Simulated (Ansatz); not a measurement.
# BCN+ (quartet): the correlation ladder, def2-TZVPP

The task here is to estimate one member of a computed series from the others.

Method: def2-TZVPP, core rule «outside noble gas», up to 3 orbitals frozen; program: Ansatz 0.2.0, Gaussian basis.

To be run: UHF; ROHF; CCSD(T) on UHF.

2 further runs of the same task are left out: 2 set aside as unsound or not needed.

## The geometry

The geometry is a PBE0/def2-TZVP stationary point (not a proven minimum) of the parent state, kept for this charge and spin.

3 atoms, charge 1, spin multiplicity 4.

Atoms are counted from 1 here; the program's logs count them from 0.

Bond lengths: B1–C2 1.451 Å, C2–N3 1.169 Å. Angles: B1–C2–N3 180.0°.

Set-up of the first run:

Contents of in.yaml:

```yaml
crystal:
  periodic: [false, false, false]
  atoms:
    - {symbol: B, position_ang: [0.000000, 0.000000, 1.356800]}
    - {symbol: C, position_ang: [0.000000, 0.000000, -0.094000]}
    - {symbol: N, position_ang: [0.000000, 0.000000, -1.262800]}
basis:
  gaussian: {orbitals: def2-TZVPP}
total_charge: 1
magnetization: {spin_polarized: true, initial_magnetization: 3}
hamiltonian: {xc: hf}
output: {orbitals: {seedname: orbitals}}
```

Started as:

```
> ansatz run in.yaml --threads 1 --pin off --events-out ev --progress --plain --max-ram 4096MiB --backend cpu
```

Among the steps run: UHF; ROHF; CCSD(T) on UHF.

One table of the session follows, with a row left open; its other results are not shown here.

| method | from UCCSD(T) (kJ/mol) |
| --- | --- |
| ROHF | ? |
| UHF | +873.8 |
| UMP2 | +117.4 |
| UCCSD | +39.2 |
| UCCSD(T) | 0 |

**Question.** Estimate the row for ROHF.

The run gave: from UCCSD(T) (kJ/mol): +888.4. In the column «from UCCSD(T) (kJ/mol)» it is the highest.
